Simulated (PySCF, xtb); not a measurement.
tetrafluoroethylene (C₂F₄), SMILES FC(F)=C(F)F.

Harmonic wavenumbers (cm⁻¹) from GFN2-xTB in xtb 6.7.1 at its own minimum, in rising order: 169, 186, 352, 396, 415, 481, 506, 769, 1124, 1223, 1250, 1821.

Problem. What does PySCF with r2SCAN-D4/def2-SVP give at its own minimum? (The exact figures need the calculation; the answer reports its results.)

Solution. 200, 203, 399, 414, 485, 552, 559, 805, 1208, 1366, 1370, 1920. Paired by order, the mean absolute difference is 66 cm⁻¹ and the zero-point energies are 12.4 and 13.6 kcal/mol.
